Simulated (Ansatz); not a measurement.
# Zone-centre TO phonon frequency of some tetrahedrally bonded semiconductors and semimetals, all zinc-blende

Method: r²SCAN (Ansatz, a program for electronic structure, plane waves, PAW). References are measured values at room or unstated temperature, uncorrected unless marked, so that the deviations hold thermal and zero-point effects besides the level's error. The table is a random draw of 8 from 11 solids with such references.

Values in cm⁻¹.

```csv
solid,reference,r²SCAN,deviation (%)
zinc-blende GaP,366,360,-1.6
cubic BN,1055,1044,-1.0
zinc-blende InAs,217,210,-3.2
zinc-blende InP,307,296,-3.6
zinc-blende ZnS,277,273,-1.4
zinc-blende GaSb,224,223,-0.4
zinc-blende CdTe,138,136,-1.4
3C-SiC,796,798,+0.3
```

Over these 8 solids the mean deviation is -1.6 %, the mean absolute deviation 1.6 % (median 1.4 %), and the worst case zinc-blende InP at -3.6 %; the value is too low in 7 of 8 cases. Over all 11, from unrounded values, the mean deviation is -1.4 % and the mean absolute deviation 2.0 % (median 1.7 %).

Spin–orbit coupling is left out, also for the solids with elements from indium on (zinc-blende InAs, zinc-blende InP, zinc-blende GaSb, zinc-blende CdTe); its size isn't shown.

Differences are worked out from the printed values.

Each level is taken at its own relaxed cell. Ansatz's density-functional and Hartree–Fock values are scalar-relativistic unless marked +SOC, with PAW data made under PBE.

Ansatz's runs of these crystals have no spin polarisation.

Not in this set, of the tetrahedrally bonded semiconductors and semimetals with a reference value in our tables and a result at some level: 5 for a reference of another kind, counted apart; 3 for no value at r²SCAN (not run, a failed fit, an unstable or unbound cell, or a value held back for tests); 1 for a doubt noted on the run at r²SCAN. These can be a level's best or worst cases. At least 2 more with a reference value are held back for tests. Solids without a released value at any level aren't counted. Layered and molecular crystals are counted apart. The metals Ce to Yb are counted apart.

References as tabulated in Han and Bester (2011), arXiv:1107.0196; Ioffe Institute, NSM Archive: BN, mechanic properties page; arXiv:1704.04770; Ioffe Institute, NSM Archive: InP, mechanic properties page and others.
